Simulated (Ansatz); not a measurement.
## Ansatz (development build ahead of 0.2.0) run

```yaml
crystal:
  periodic: [false, false, false]
  atoms:
    - { symbol: Li, position_ang: [0.0, 0.0, 0.0] }
    - { symbol: F, position_ang: [0.0, 0.0, 4.07] }
basis:
  gaussian: { orbitals: pcseg-2 }
magnetization:
  spin_polarized: true
hamiltonian:
  xc: hf
```

The input is written out in the form of the current development build from the run's settings.

The run gave:

```json
{
 "Converged": "yes",
 "Total energy": "-106.83745 hartree",
 "Spin squared of the determinant": "0.992",
 "Stability test": "minimum"
}
```

Caution: the unrestricted determinant is a mixture of spin states.
